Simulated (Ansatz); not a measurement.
# CH₃BN− (SMILES BN=[CH-]): one structure at several levels

The atoms stand at a frame of a short trajectory. How far do the functionals agree with CCSD(T) there?

Computed with Ansatz 0.2.0, Gaussian basis. Level: single points in def2-TZVPPD.

Cores are frozen in the correlated methods.

1 further run of the same task is left out (it didn't finish).

**1. Starting geometry**

SMILES `BN=[CH-]`, 6 atoms, charge -1, spin multiplicity 1.

Atoms are counted from 1 here; the program's logs count them from 0.

Bond lengths: B1–N2 1.406 Å, B1–H4 1.282 Å, B1–H5 1.223 Å, N2–C3 1.284 Å, C3–H6 1.130 Å. Angles: N2–B1–H4 118.0°, N2–B1–H5 120.5°, H4–B1–H5 121.3°, B1–N2–C3 179.2°, N2–C3–H6 111.3°.

As a file:

```xyz
6

B    -0.7618    0.2389   -0.6386
N     0.4066   -0.1025    0.0660
C     1.4803   -0.3977    0.7045
H    -1.5250   -0.7121   -1.0354
H    -0.9867    1.4023   -0.9425
H     1.3581   -0.2234    1.8147
```

**2. PBE-D4/def2-TZVPPD**

run/in.yaml

```yaml
crystal:
  periodic: [false, false, false]
  atoms:
    - {symbol: B, position_ang: [-0.761751, 0.238890, -0.638611]}
    - {symbol: N, position_ang: [0.406606, -0.102455, 0.066018]}
    - {symbol: C, position_ang: [1.480278, -0.397741, 0.704467]}
    - {symbol: H, position_ang: [-1.525004, -0.712065, -1.035420]}
    - {symbol: H, position_ang: [-0.986694, 1.402293, -0.942470]}
    - {symbol: H, position_ang: [1.358135, -0.223386, 1.814658]}
basis:
  gaussian: {orbitals: "def2-TZVPPD.json"}
total_charge: -1
hamiltonian: {xc: pbe, dispersion: d4}
output: {forces: true}
```

The basis file named in the input lies beside it (Basis Set Exchange, JSON).

Launch:

```sh
$ ansatz run in.yaml --threads 2 --pin off --events-out ev --progress --plain --max-ram 3481MiB
```

**3. r2SCAN-D4/def2-TZVPPD**

run/in.yaml: that of step 2 with these lines changed.

```diff
@@ -12,3 +12,3 @@
 total_charge: -1
-hamiltonian: {xc: pbe, dispersion: d4}
+hamiltonian: {xc: r2scan, dispersion: d4}
 output: {forces: true}
```

**4. PBE0-D4/def2-TZVPPD**

run/in.yaml: that of step 3 with these lines changed.

```diff
@@ -12,3 +12,3 @@
 total_charge: -1
-hamiltonian: {xc: r2scan, dispersion: d4}
-output: {forces: true}
+hamiltonian: {xc: pbe0, dispersion: d4}
+output: {forces: true, orbitals: {seedname: orbitals}}
```

**5. wB97M-V/def2-TZVPPD**

run/in.yaml: that of step 4 with these lines changed.

```diff
@@ -12,3 +12,3 @@
 total_charge: -1
-hamiltonian: {xc: pbe0, dispersion: d4}
-output: {forces: true, orbitals: {seedname: orbitals}}
+hamiltonian: {xc: {name: wB97M-V}}
+output: {forces: true}
```

**6. CCSD(T)/def2-TZVPPD**

run/in.yaml: that of step 5 with these lines changed.

```diff
@@ -12,3 +12,3 @@
 total_charge: -1
-hamiltonian: {xc: {name: wB97M-V}}
+correlation: {method: ccsd_t}
 output: {forces: true}
```

(Steps that only read results are left out.)

What does the calculation give? Wanted: RMS force component; RMS force error; HOMO and LUMO, PBE0-D4; T1 diagnostic.

The runs gave:

```
              quantity                                                             value
   RMS force component                              0.510 to 0.718 eV/Å over the methods
       RMS force error  PBE-D4 0.222, r2SCAN-D4 0.289, PBE0-D4 0.338, wB97M-V 0.233 eV/Å
HOMO and LUMO, PBE0-D4                                                  0.56 and 3.87 eV
         T1 diagnostic                                                             0.026
```

What this shows: The forces of PBE-D4 come nearest to CCSD(T), those of PBE0-D4 are farthest. Frozen-core CCSD(T) forces in triple zeta carry basis errors of their own, and this is one geometry, so small gaps rank nothing. The T1 diagnostic is large here, over the usual mark for main-group molecules (transition-metal compounds often pass it harmlessly), so CCSD(T) itself may be off. The restricted Hartree–Fock reference is unstable towards an unrestricted one at one or more of these structures.
